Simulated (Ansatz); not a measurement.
The input, for Ansatz 0.2.0:

```yaml
crystal:
  periodic: [false, false, false]
  atoms:
    - {symbol: Si, position_ang: [-0.002275, 0.002279, 0.002261]}
    - {symbol: H, position_ang: [0.853575, 0.861024, 0.859091]}
    - {symbol: H, position_ang: [-0.861828, -0.852142, 0.859707]}
    - {symbol: H, position_ang: [-0.857003, 0.857813, -0.858890]}
    - {symbol: H, position_ang: [0.928655, -0.930200, -0.922915]}
basis:
  gaussian: {orbitals: 6-31G}
magnetization: {spin_polarized: false}
correlation: {method: ccsd_t, electrons: outside_noble_gas}
accuracy: high
```

```sh
$ ansatz run in.yaml --threads 1 --pin off --events-out ev --progress --plain --max-ram 2393MiB
```

The program prints:

```
482 factors; integrals over basis functions are off by at most 2.9e-9 eV
mean field evaluation 1: about -7922.8355 eV, gradient 7.2e0 eV
mean field evaluation 2: about -7922.8384 eV, gradient 7.2e0 eV
mean field evaluation 4: about -7923.1345 eV, gradient 1.8e-1 eV
mean field evaluation 8: about -7923.1348 eV, gradient 2.9e-4 eV
mean field evaluation 16: about -7923.1306 eV, gradient 3.1e-2 eV
mean field -7923.13483542 eV, -291.1698347079 hartree, gradient 9.1e-9 eV, S^2 0.000000; 0 other end points of the search recorded, 0 dependent functions left out
5 core orbitals not correlated: weight in the atoms' cores, before any rotation towards them, 1.000 or more for the frozen orbitals, at most 0.000 for the correlated occupied ones
reference -7923.13483542 eV, -291.1698347079 hartree; 4, 4 occupied and 12, 12 virtual orbitals, 482 factors
second order -1.70456195 eV of doubles, -0.00000000 eV of singles
cycle   1  -2.14509160 eV  change   -4.4e-1 eV  update   5.4e-2
cycle   2  -2.36112492 eV  change   -2.2e-1 eV  update   2.2e-2
cycle   3  -2.36517123 eV  change   -4.0e-3 eV  update   3.7e-3
cycle   4  -2.36592062 eV  change   -7.5e-4 eV  update   8.4e-4
cycle   5  -2.36592405 eV  change   -3.4e-6 eV  update   2.4e-4
cycle   6  -2.36591022 eV  change    1.4e-5 eV  update   5.1e-5
cycle   7  -2.36595313 eV  change   -4.3e-5 eV  update   1.1e-5
cycle   8  -2.36594778 eV  change    5.3e-6 eV  update   2.3e-6
cycle   9  -2.36594789 eV  change   -1.1e-7 eV  update   4.6e-7
cycle  10  -2.36594805 eV  change   -1.7e-7 eV  update   1.0e-7
cycle  11  -2.36594812 eV  change   -6.1e-8 eV  update   3.3e-8
cycle  12  -2.36594812 eV  change   -4.8e-9 eV  update   1.4e-8
cycle  13  -2.36594780 eV  change    3.2e-7 eV  update   6.0e-8
cycle  14  -2.36594768 eV  change    1.3e-7 eV  update   1.9e-8
cycle  15  -2.36594767 eV  change    3.5e-9 eV  update   4.2e-9
cycle  16  -2.36594767 eV  change   -1.6e-9 eV  update   1.0e-9
cycle  17  -2.36594767 eV  change  -2.7e-10 eV  update  2.4e-10
perturbative correction -0.02435032 eV, -0.0008948576 hartree
Total energy: -7925.52513341 eV, -291.2576765388 hartree
```

Ran on 1 thread of Arm Neoverse V1, shared host: 0.3 s wall, 0.07 GiB peak host memory.
